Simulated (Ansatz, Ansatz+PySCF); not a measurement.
Two shapes of singlet C₄H₄.

Shape 1:

```xyz
8

C     1.0253    0.0000    0.0000
C     0.0000    1.0253    0.0000
C    -1.0253    0.0000    0.0000
C     0.0000   -1.0253    0.0000
H     2.1153    0.0000    0.0000
H     0.0000    2.1153    0.0000
H    -2.1153    0.0000    0.0000
H     0.0000   -2.1153    0.0000
```

Shape 2:

```xyz
8

C     0.6545    0.7413   -0.0188
C    -0.6372    0.7728   -0.0357
C    -0.6977   -0.7658   -0.0370
C     0.6497   -0.7393   -0.0005
H     1.4669    1.5952   -0.0160
H    -1.4432    1.5957   -0.0300
H    -1.4517   -1.5070   -0.0028
H     1.4091   -1.5228    0.0203
```

Basis set: cc-pVDZ (spherical functions). Frozen core: 4 orbitals. Charge 0, multiplicity 1.

Computed with Ansatz (development build ahead of 0.2.0); each method stands on the lowest determinant of its kind that the runs found.

Task: Which shape is lower in energy, and by how much in each method?

Result:

| method | E(2) − E(1) (eV) |
| --- | --- |
| RHF | -0.946 |
| RHF-MP2 | -0.426 |

Shape 2 is lower. Caution: an unrestricted determinant lies well below; the determinant breaks the point group. Caution for RHF-MP2: large amplitudes, a single reference is doubtful.
